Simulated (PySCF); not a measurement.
**Vibration and rotation of BO⁻**

PBE0 constants of BO⁻, ¹Σ⁺ (singlet), closed shell (B aug-cc-pVDZ, O aug-cc-pVDZ; no relativity (PySCF 2.14); masses 11.0093 and 15.9949 u):

* ωe: 1720.2 cm⁻¹
* ωexe: 10.9 cm⁻¹
* Be: 1.6805 cm⁻¹
* αe: 0.0163 cm⁻¹
* D (centrifugal): 6.42e-06 cm⁻¹
* De to B + O⁻: 9.27 eV

**Question.** Estimate the standard entropy (1 bar) and heat capacity of the ideal gas at 1000 K, rigid rotor with B0 and harmonic oscillator at the fundamental.

**Answer.** Translation (Sackur–Tetrode, M = 27.00 u): 175.1 J/(mol K). Rotation: q = kT/(σB0) = 416 with σ = 1, 58.4. Vibration: x = hcν0/kT = 2.44, 2.69. S° = 236.3 J/(mol K); Cp = 7R/2 + 5.17 = 34.3 J/(mol K).

For an ion De counts to the pair picked by the measured ionisation energies or electron affinities, which need not be the lowest pair at this level.
